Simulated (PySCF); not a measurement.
A structure optimised at PBE0-D3(BJ)/def2-TZVPD, used in a PySCF frequency run:

```xyz
2

O      0.0000     0.0000    -0.1071
H      0.0000     0.0000     0.8564
```
Charge -1, spin multiplicity 1.

Problem. Write its SMILES, formula and point group.

Solution. [OH-], HO, C∞v

Problem. What are its rotational constants (standard atomic weights)?

Solution. 574.15 GHz (linear rotor, B only)
